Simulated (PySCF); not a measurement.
Unknowns

PySCF calculation with σ from GIAO-PBE0/pcSseg-1 and coordinates at the GFN2-xTB level; no solvent model, one conformer, averaged over atoms made equivalent by symmetry, fast rotation or ring inversion, no relativistic terms.

Chemical shifts δ = σref − σ; 1H (31.72 ppm) and 13C (186.93 ppm) vs TMS, all at this level. Where no couplings were computed, multiplicities follow the n + 1 count of equivalent neighbours, and m marks all less simple cases (inequivalent or close neighbours, rings, F or P nearby). Shifts are as computed. Against solution values, carbons near 30 ppm lie about +3 ppm off and those near 130 ppm about +5 ppm. Of 1211 compounds with measured shifts, 218 miss one by over three times the rms of a fit or turn the order of signals round; such compounds aren't used in these exercises.

(1) C$_{6}$H$_{4}$O$_{2}$. 1H NMR (600 MHz, computed): δ 7.56 (m, 2H), 6.69 (m, 2H). 13C{1H} NMR (computed): δ 156.7, 148.5, 104.1. Give a structure.

(2) C$_{6}$H$_{4}$O$_{2}$. 1H NMR (300 MHz, computed): δ 6.83 (s, 4H). 13C{1H} NMR (computed): δ 193.9 (C), 141.6 (CH). What is it?

(3) C$_{6}$H$_{8}$Si. 1H NMR (600 MHz, computed): δ 7.87 (d, 2H), 7.66 (m, 1H), 7.65 (m, 2H), 4.56 (s, 3H). 13C{1H} NMR (computed): δ 141.5 (CH), 135.2 (CH), 135.0 (C), 133.3 (CH). Give a structure.

## Answers

(1) `c12ccoc1cco2`. Rings plus π bonds: 5 (2 rings in the answer). 3 carbon signals for 6 carbons: some carbons are equivalent by symmetry or fast rotation. Carbon types of the structure: 2 × C, 4 × CH, which accounts for all hydrogens. δC 156.7: ring-fusion aromatic carbon. δC 148.5: aromatic CH next to the ring oxygen. δC 104.1: aromatic CH. δH 6.69: hydrogen on an aromatic CH; aromatic region.

The data come from this structure; uniqueness wasn't tested.

(2) `O=C1C=CC(=O)C=C1`. The formula gives 5 degrees of unsaturation (1 ring in the answer). 2 carbon signals for 6 carbons: some carbons are equivalent by symmetry or fast rotation. Carbon types of the structure: 2 × C, 4 × CH, which accounts for all hydrogens. δC 193.9: ketone carbonyl carbon; the double bond to the heteroatom, with no lone-pair donor beside it, deshields it most. δC 141.6: β carbon of a C=C–C=O unit; conjugation with the carbonyl draws π density from the β position. δH 6.83: hydrogen on a β carbon of a C=C–C=O unit; attached to an sp2 carbon and in the plane of the double bond.

This is the structure that produced the data.

(3) `[SiH3]C1=CC=CC=C1`. The formula gives 4 degrees of unsaturation (1 ring in the answer). 4 carbon signals for 6 carbons: some carbons are equivalent by symmetry or fast rotation. Carbon types of the structure: 1 × C, 5 × CH, leaving 3 H on heteroatoms. δC 141.5, 135.2, 133.3: aromatic CH. δC 135.0: substituted aromatic carbon. δH 7.87, 7.66, 7.65: hydrogen on an aromatic CH; ring-current deshielding. δH 4.56: hydrogen on a silicon bonded to C.

The data come from this structure; uniqueness wasn't tested.
